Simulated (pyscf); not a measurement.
Single points on ωB97X-D3(BJ)/def2-SVP structures (PySCF, gas phase). MP2 and CC: frozen core, UHF for open shells. ΔMP2 is the change of the MP2 total energy from the triple- to the quadruple-zeta basis.

Q: Estimate the classical barrier height and the reaction energy of `[O]=[O]` [triplet] + `[CH4]` → `[CH3][O][O]` [doublet] + `[H]` [doublet] at CCSD(T)/def2-TZVPP + ΔMP2(QZVPP). The step runs on the triplet surface, breaks C–H and forms C–O; take the separated reactants as zero.

A: ΔE‡ = 92.6 kcal/mol, ΔE = +76.2 kcal/mol. Zero-point energy shifts the barrier by -2.8 kcal/mol. It is a substitution at C, with an imaginary mode of 1553i cm⁻¹. H₃C–O–O• + H• also meet on a surface of lower spin, which isn't treated here. H₃C–O–O• lies 49.2 kcal/mol over its isomer HO–CH•–OH, and others may lie lower still (electronic energy, ωB97M-D3(BJ)). This is the saddle that the search found; another between the same sides may lie lower. The angle at the attacked C is 180°. The CCSD(T) − MP2 part came from Ansatz, without density fitting, on the same reference. A UHF reference is spin-contaminated (<S²> up to 2.11), which harms MP2 most.
